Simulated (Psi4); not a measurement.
# SiH4S2 (SMILES S[SiH2]S) at PBE0/def2-SVPD

Aim: the vertical electron affinity of SiH4S2 at PBE0/def2-SVPD, from 2 runs. 

The results are computed with Psi4 1.11.

3 further runs of the same task are left out: 1 that didn't finish, 2 set aside as unsound or not needed.

## 1. The system as given

SiH4S2: 7 atoms, total charge 0, spin state singlet. As SMILES, `S[SiH2]S`. The coordinates come from a PBE0-D4/def2-TZVP relaxation. This is one conformer, not always the lowest.

Bond lengths: S1–Si2 2.137 Å, Si2–S3 2.126 Å, S1–H4 1.345 Å, Si2–H5 1.484 Å, Si2–H6 1.482 Å, S3–H7 1.344 Å. Angles: S1–Si2–S3 108.8°, S1–Si2–H5 108.3°, S1–Si2–H6 113.2°, S3–Si2–H5 113.0°, S3–Si2–H6 104.0°, Si2–S1–H4 93.8°, Si2–S3–H7 94.4°, H5–Si2–H6 109.7°.

## 2. Energy and forces at PBE0/def2-SVPD

h4s2si.json reads:

```json
{
 "schema_name": "qcschema_input",
 "schema_version": 1,
 "molecule": {
  "schema_name": "qcschema_molecule",
  "schema_version": 2,
  "symbols": ["S", "Si", "S", "H", "H", "H", "H"],
  "geometry": [-2.72290637, -1.77653153, -1.02971177, 0.00056692, 0.79916518, 0.47054181, 2.94948454, -1.30145438, 2.21362518, -3.58783402, -0.12396603, -2.75559863, 0.90952518, 2.43283341, -1.61949529, -1.01194834, 2.38974766, 2.54243753, 3.57876333, -2.54829568, 0.09146274],
  "molecular_charge": 0,
  "molecular_multiplicity": 1,
  "fix_symmetry": "c1",
  "fix_com": true,
  "fix_orientation": true
 },
 "driver": "gradient",
 "model": {
  "method": "pbe0",
  "basis": "def2-SVPD"
 },
 "keywords": {
  "reference": "rks",
  "puream": true,
  "e_convergence": 1e-09,
  "d_convergence": 1e-08,
  "scf_type": "pk",
  "dft_radial_points": 99,
  "dft_spherical_points": 590,
  "scf_properties": ["LOWDIN_CHARGES", "WIBERG_LOWDIN_INDICES", "MAYER_INDICES"]
 }
}
```

Run with:

```sh
$ psi4 --qcschema h4s2si.json -n 1 --memory 1600MB
```

stdout:

```text
[...]
  Running in c1 symmetry.
[...]
  Nuclear repulsion =  195.375236198068677
[...]
  Multiplicity = 1
[...]
  Nalpha       = 25
  Nbeta        = 25
[...]
    Number of basis functions: 110
[...]
   @RKS iter   1: -1087.53171060947034   -1.12898e-01   3.11702e-03 DIIS/ADIIS
[...]
   @RKS iter  11: -1087.60199976367517   -2.50111e-12   2.35765e-09 DIIS
[...]
    Orbital Energies [Eh]
    ---------------------
    Doubly Occupied:
       1A    -89.023526     2A    -89.022028     3A    -66.293721
       4A     -8.021611     5A     -8.019985     6A     -5.963142
       7A     -5.961620     8A     -5.960362     9A     -5.958715
      10A     -5.955408    11A     -5.953709    12A     -5.380157
      13A     -3.718970    14A     -3.717442    15A     -3.715836
      16A     -0.780502    17A     -0.753011    18A     -0.548523
      19A     -0.444611    20A     -0.439888    21A     -0.381322
      22A     -0.355752    23A     -0.353899    24A     -0.290582
      25A     -0.278571
[...]
  @RKS Final Energy: -1087.60199976367517
   => Energetics <=
    Nuclear Repulsion Energy =            195.3752361980686771
    One-Electron Energy =               -1892.1611937708794358
    Two-Electron Energy =                 664.5973400141283491
    DFT Exchange-Correlation Energy =     -55.4133822049927645
    Empirical Dispersion Energy =           0.0000000000000000
    VV10 Nonlocal Energy =                  0.0000000000000000
    Total Energy =                      -1087.6019997636751668
[...]
 Multipole Moments:
 ------------------------------------------------------------------------------------
     Multipole            Electronic (a.u.)      Nuclear  (a.u.)        Total (a.u.)
 ------------------------------------------------------------------------------------
 L = 1.  Multiply by 2.5417464519 to convert [e a0] to [Debye]
 Dipole X            :         -3.5417233            3.5216937           -0.0200295
 Dipole Y            :         36.2553542          -35.9091427            0.3462115
 Dipole Z            :        -24.2623859           23.7890063           -0.4733797
 Magnitude           :                                                    0.5868151
[...]
  -Total Gradient:
     Atom            X                  Y                   Z
    ------   -----------------  -----------------  -----------------
       1        0.002294434781     0.006105253394    -0.000932564602
       2        0.000221676346    -0.004693995079    -0.000441449840
       3       -0.002960183619     0.001068554087    -0.005439943346
       4        0.001937087755    -0.002492086254     0.003337597575
       5       -0.001001595728    -0.001196527951     0.002039982997
       6        0.001187832271    -0.001238527371    -0.001927240259
       7       -0.001677011565     0.002447116607     0.003362202891
[...]
```

The result, in JSON:

```text
{
 "driver": "gradient",
 "model": {
  "method": "pbe0",
  "basis": "def2-SVPD"
 },
 "success": true,
 "return_result": [0.0022944347814890485, 0.006105253394179361, -0.0009325646015471006, 0.0002216763464286389, -0.0046939950787829796, -0.0004414498395948442, -0.002960183618644606, 0.0010685540866257753, -0.005439943346050524, 0.0019370877553510357, -0.0024920862541768785, 0.0033375975746698927, -0.0010015957283753124, -0.0011965279512942961, 0.0020399829968933553, 0.0011878322711188286, -0.0012385273709295402, -0.0019272402592055843, -0.0016770115651765158, 0.0024471166074617468, 0.003362202891088295],
 "properties": {
  "calcinfo_nbasis": 110,
  "calcinfo_nmo": 110,
  "calcinfo_nalpha": 25,
  "calcinfo_nbeta": 25,
  "calcinfo_natom": 7,
  "nuclear_repulsion_energy": 195.37523619806868,
  "return_energy": -1087.6019997636752,
  "return_gradient": [0.0022944347814890485, 0.006105253394179361, -0.0009325646015471006, 0.0002216763464286389, -0.0046939950787829796, -0.0004414498395948442, -0.002960183618644606, 0.0010685540866257753, -0.005439943346050524, 0.0019370877553510357, -0.0024920862541768785, 0.0033375975746698927, -0.0010015957283753124, -0.0011965279512942961, 0.0020399829968933553, 0.0011878322711188286, -0.0012385273709295402, -0.0019272402592055843, -0.0016770115651765158, 0.0024471166074617468, 0.003362202891088295],
  "scf_one_electron_energy": -1892.1611937708794,
  "scf_two_electron_energy": 664.5973400141283,
  "scf_xc_energy": -55.413382204992764,
  "scf_dipole_moment": [-0.02002950145002691, 0.3462115392754299, -0.4733796869816622],
  "scf_total_energy": -1087.6019997636752,
  "scf_total_gradient": [0.0022944347814890485, 0.006105253394179361, -0.0009325646015471006, 0.0002216763464286389, -0.0046939950787829796, -0.0004414498395948442, -0.002960183618644606, 0.0010685540866257753, -0.005439943346050524, 0.0019370877553510357, -0.0024920862541768785, 0.0033375975746698927, -0.0010015957283753124, -0.0011965279512942961, 0.0020399829968933553, 0.0011878322711188286, -0.0012385273709295402, -0.0019272402592055843, -0.0016770115651765158, 0.0024471166074617468, 0.003362202891088295],
  "scf_iterations": 11
 }
}
```

Wall time 27 s (1 thread of Intel Xeon Platinum 8488C (Sapphire Rapids), shared host); peak memory 0.54 GiB.

## 3. The doublet anion, same level

input.in reads:

```
memory 1600 MB

molecule m {
  -1 2
  S     -1.440900    -0.940100    -0.544900
  Si     0.000300     0.422900     0.249000
  S      1.560800    -0.688700     1.171400
  H     -1.898600    -0.065600    -1.458200
  H      0.481300     1.287400    -0.857000
  H     -0.535500     1.264600     1.345400
  H      1.893800    -1.348500     0.048400
  units angstrom
  symmetry c1
  no_reorient
  no_com
}

set reference uks
set puream true
set e_convergence 1e-09
set d_convergence 1e-08
set scf_type pk
set dft_radial_points 99
set dft_spherical_points 590
set maxiter 200

result, w = gradient("pbe0/def2-SVPD", return_wfn=True)
oeprop(w, "QUADRUPOLE", "MAYER_INDICES", "MULLIKEN_CHARGES")
```

Run with:

```sh
$ psi4 input.in input.out -n 1
```

input.out (excerpt; [...] marks lines left out):

```text
[...]
  Running in c1 symmetry.
[...]
  Nuclear repulsion =  195.375236159389686
[...]
  Multiplicity = 2
[...]
  Nalpha       = 26
  Nbeta        = 25
[...]
    Number of basis functions: 110
[...]
   @UKS iter   1: -1087.36650638178685    5.23057e-02   4.41705e-03 DIIS/ADIIS
[...]
   @UKS iter  54: -1087.55777294865948   -9.77707e-11   8.87152e-09 DIIS
[...]
   @S^2 Observed:                7.511240812E-01
[...]
  @UKS Final Energy: -1087.55777294865948
   => Energetics <=
    Nuclear Repulsion Energy =            195.3752361593896865
    One-Electron Energy =               -1900.0844226739177429
    Two-Electron Energy =                 672.6776751201145998
    DFT Exchange-Correlation Energy =     -55.5262615542461049
    Empirical Dispersion Energy =           0.0000000000000000
    VV10 Nonlocal Energy =                  0.0000000000000000
    Total Energy =                      -1087.5577729486594762
[...]
  -Total Gradient:
     Atom            X                  Y                   Z
    ------   -----------------  -----------------  -----------------
       1        0.000450629997     0.022757195701    -0.005151591346
       2        0.013142965078    -0.020035338390     0.004515238625
       3       -0.012255226023     0.006881826775    -0.008847854816
       4        0.006432911486    -0.009711917344     0.011002693430
       5       -0.004421249275    -0.002569312273     0.000708841510
       6       -0.001887419081    -0.002809068699    -0.004789195196
       7       -0.001460075471     0.005486834679     0.002560361885
[...]
 Multipole Moments:
 ------------------------------------------------------------------------------------
     Multipole            Electronic (a.u.)      Nuclear  (a.u.)        Total (a.u.)
 ------------------------------------------------------------------------------------
[...]
  Mulliken Charges: (a.u.)
   Center  Symbol    Alpha    Beta     Spin     Total
       1     S     8.93543  8.27053  0.66490 -1.20596
       2    SI     7.31884  6.86950  0.44934 -0.18833
       3     S     8.42640  8.32467  0.10172 -0.75107
       4     H     0.13145  0.32354 -0.19209  0.54501
       5     H     0.39316  0.41637 -0.02321  0.19047
       6     H     0.43261  0.43682 -0.00421  0.13056
       7     H     0.36211  0.35857  0.00355  0.27932
   Total alpha = 26.00000, Total beta = 25.00000, Total charge = -1.00000
  Mayer Bond Indices:
[...]
```

Run time: 2.1 min. Hardware: 1 thread of Intel Xeon Platinum 8488C (Sapphire Rapids), shared host; peak memory 0.54 GiB.

## 4. What came out

Level: PBE0/def2-SVPD.

| quantity | value |
| --- | --- |
| singlet SiH4S2: total energy | -1087.60200 Eh |
| singlet SiH4S2: dipole moment | 1.49 D |
| singlet SiH4S2: HOMO energy | -7.58 eV |
| singlet SiH4S2: LUMO energy | -0.23 eV |
| singlet SiH4S2: HOMO–LUMO gap | 7.36 eV |
| singlet SiH4S2: largest force on an atom | 0.339 eV/Å |
| doublet anion: total energy | -1087.55777 Eh |
| doublet anion: HOMO energy (highest over α and β) | 2.45 eV |
| doublet anion: LUMO energy (lowest over α and β) | 3.20 eV |
| doublet anion: ⟨S²⟩ | 0.751 |
| doublet anion: largest force on an atom | 1.254 eV/Å |
| vertical electron affinity (to the doublet anion) | -1.203 eV |

In words: The anion lies 1.20 eV (116 kJ/mol) above the neutral: the electron isn't bound at this level, and such a value depends on the basis. The largest force (singlet SiH4S2) is 0.34 eV/Å: the shape isn't a stationary point for this species at this level. Mulliken charges (doublet anion) run from -1.21 on S1 to +0.55 on H4; in a basis this large or diffuse they mean little. The HOMO (doublet anion) lies at positive energy, 2.45 eV; only total energies tell whether the electron is bound.
